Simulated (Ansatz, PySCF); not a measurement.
This PySCF input computes a CCSD(T)/cc-pVDZ energy:

```python
from pyscf import gto, scf, mp, cc as ccmod

mol = gto.M(
    atom='''
    C     0.00010828   -0.00148279   -0.32151983
    C    -0.00039060    0.00534905    1.15985624
    F    -0.00863346    1.24906228   -0.79005262
    F     1.08957641   -0.62224940   -0.78105262
    F    -1.08015060   -0.63766366   -0.78171222
    N    -0.00077674    0.01063706    2.30647695
    ''',
    basis='cc-pvdz',
    charge=0,
    spin=0,
    verbose=4,
)

mf = scf.RHF(mol)
mf.conv_tol = 1e-10
mf.max_cycle = 100
mf.kernel()
mp2 = mp.MP2(mf, frozen=6).run()
cc = ccmod.CCSD(mf, frozen=6)
cc.max_cycle = 100
cc.kernel()
et = cc.ccsd_t()
print(f'E(CCSD(T)) = {cc.e_tot + et:.9f}')
```

Question: Write an input for the same energy in Ansatz (a program for electronic structure) and say what it gives.

Answer: 
Ansatz 0.2 input:
```yaml
crystal:
  periodic: [false, false, false]
  atoms:
    - {symbol: C, position_ang: [0.00010828, -0.00148279, -0.32151983]}
    - {symbol: C, position_ang: [-0.00039060, 0.00534905, 1.15985624]}
    - {symbol: F, position_ang: [-0.00863346, 1.24906228, -0.79005262]}
    - {symbol: F, position_ang: [1.08957641, -0.62224940, -0.78105262]}
    - {symbol: F, position_ang: [-1.08015060, -0.63766366, -0.78171222]}
    - {symbol: N, position_ang: [-0.00077674, 0.01063706, 2.30647695]}
basis:
  gaussian:
    orbitals: cc-pVDZ
magnetization: {spin_polarized: false}
correlation: {method: ccsd_t, electrons: outside_noble_gas}
```
It gives -429.50028 Eh, and PySCF -429.50029 Eh, a difference of 0.01 mEh.
